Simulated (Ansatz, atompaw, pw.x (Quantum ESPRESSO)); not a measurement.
# What a changed setting does to a pw.x run (bcc Li)

Potential: PAW, atompaw 4.2.0.5, LDA (PW92); core none, reference 1s2 2s1 2p0; waves: 1s (bound): rc 0.70 bohr; 2s (bound): rc 3.00 bohr; 2p (bound, empty): rc 3.00 bohr; 2p channel at 1.95 Ry: rc 3.00 bohr; 3d channel at -0.05 Ry: rc 3.00 bohr; local part: bessel scheme, radius 2.10 bohr; core correction: none; augmentation: sinc compensation charge, radius 2.85 bohr; PAW radius 3.00 bohr; waves and projectors: custom rrkj vanderbiltortho.

The reference run (k-mesh 14³, cutoffs 145/900 Ry, Fermi–Dirac 0.01 Ry, mixing_beta 0.4, conv_thr 1e-9, no spin) gives -0.22 GPa at 19.087 Å³/atom, where all-electron LAPW gives -0.02 GPa. This run, with its own iteration cap, changes degauss to 0.002.

```
&control
  calculation='scf', prefix='x', pseudo_dir='./', outdir='./tmp', tstress=.true., disk_io='none'
/
&system
  ibrav=0, nat=1, ntyp=1, ecutwfc=145, ecutrho=900, nbnd=8,
  occupations='smearing', smearing='fd', degauss=0.002
/
&electrons
  conv_thr=1e-09, mixing_beta=0.4, electron_maxstep=50
/
ATOMIC_SPECIES
Li 1.0 Li.UPF
CELL_PARAMETERS angstrom
  -1.68354952 1.68354952 1.68354952
  1.68354952 -1.68354952 1.68354952
  1.68354952 1.68354952 -1.68354952
ATOMIC_POSITIONS crystal
Li 0.0000 0.0000 0.0000
K_POINTS automatic
14 14 14 0 0 0
```

```bash
pw.x < Li.scf.in > Li.scf.out
```

Question: How does the run end?

Answer: It converges in 6 iterations; the free energy moves by +15.7 meV/atom and the pressure by -0.01 GPa. In a metal, with Fermi–Dirac smearing, F lies below its zero-width value by a term in the square of the width.

```
Message from routine setup:
     using ibrav=0 with symmetry is DISCOURAGED, use correct ibrav instead
     lattice parameter (alat)  =       5.5104  a.u.
     unit-cell volume          =     128.8055 (a.u.)^3
     number of electrons       =         3.00
     number of Kohn-Sham states=            8
     kinetic-energy cutoff     =     145.0000  Ry
     charge density cutoff     =     900.0000  Ry
     scf convergence threshold =      1.0E-09
     Exchange-correlation= SLA PW NOGX NOGC
     number of k points=   104  Fermi-Dirac smearing, width (Ry)=  0.0020
     iteration #  1     ecut=   145.00 Ry     beta= 0.40
     total energy              =     -14.82006596 Ry
     estimated scf accuracy    <       0.00043073 Ry
     iteration #  2     ecut=   145.00 Ry     beta= 0.40
     total energy              =     -14.82073432 Ry
     estimated scf accuracy    <       0.00012080 Ry
     iteration #  3     ecut=   145.00 Ry     beta= 0.40
     total energy              =     -14.82087182 Ry
     estimated scf accuracy    <       0.00000110 Ry
     iteration #  4     ecut=   145.00 Ry     beta= 0.40
     total energy              =     -14.82087405 Ry
     estimated scf accuracy    <       0.00000013 Ry
     iteration #  5     ecut=   145.00 Ry     beta= 0.40
     total energy              =     -14.82087362 Ry
     estimated scf accuracy    <       0.00000024 Ry
     iteration #  6     ecut=   145.00 Ry     beta= 0.40
     the Fermi energy is     1.1809 ev
!    total energy              =     -14.82087385 Ry
     estimated scf accuracy    <          7.6E-11 Ry
     smearing contrib. (-TS)   =      -0.00014318 Ry
     convergence has been achieved in   6 iterations
          total   stress  (Ry/bohr**3)                   (kbar)     P=       -2.31
     Message from routine punch:
     Nothing written, as per user request (disk_io='none')
```

The run took about 30 s on one core of a shared host (Intel(R) Xeon(R) 6975P-C, 64 threads, 496 GiB, load 42).
